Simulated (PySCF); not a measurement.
2,4-hexadiyne, C₆H₆.
InChI=1S/C6H6/c1-3-5-6-4-2/h1-2H3

The closed-shell ground state was solved at several levels (PySCF, density fitting, gas phase, non-relativistic). Isolated species at its PBE0-D3(BJ)/def2-TZVP geometry, gas phase. The dipole stays under 0.02 D at every level.

```json
{"level": "PBE0/pcSseg-2", "basis functions": "300", "HOMO (eV)": "-6.72", "LUMO (eV)": "-0.09", "gap (eV)": "6.63"}
{"level": "CAM-B3LYP/aug-cc-pVTZ", "basis functions": "414", "HOMO (eV)": "-7.95", "LUMO (eV)": "0.22", "gap (eV)": "8.17"}
{"level": "PBE0/aug-cc-pVTZ", "basis functions": "414", "HOMO (eV)": "-6.71", "LUMO (eV)": "-0.10", "gap (eV)": "6.61"}
```

(1) What might wB97X-D/aug-cc-pVTZ (414 basis functions) give for the same quantities?

(2) Over all these levels, which gives the widest orbital gap and which the narrowest?

Results:

(1) HOMO -8.44 eV, LUMO 0.81 eV, gap 9.25 eV.

(2) wB97X-D/aug-cc-pVTZ (range-separated hybrid) has the widest, 9.25 eV, and PBE0/aug-cc-pVTZ (global hybrid, 25 % exact exchange) the narrowest, 6.61 eV. The two share the basis. From the narrowest to the widest the HOMO moves by -1.73 eV and the LUMO by +0.91 eV.
